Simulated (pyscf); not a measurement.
Single points on ωB97X-D3(BJ)/def2-SVP structures (PySCF, gas phase).

Task: Cl–AlH–Cl (SMILES [Cl][AlH][Cl]) + CH₃• (SMILES [CH3]) → [Cl–Al–Cl]• (SMILES [Cl][Al][Cl]) + CH₄ (SMILES C)
Surface: doublet. Broken: Al–H. Formed: C–H. Give ΔE‡ and ΔE from ωB97M-D3(BJ)/def2-TZVP, relative to the separated reactants.

Result: ΔE‡ = 5.3 kcal/mol, ΔE = -24.0 kcal/mol. Zero-point energy shifts the barrier by +0.6 kcal/mol. It is a hydrogen abstraction, with an imaginary mode of 652i cm⁻¹. This is the saddle that the search found; another between the same sides may lie lower. The angle at the transferred H is 180°.
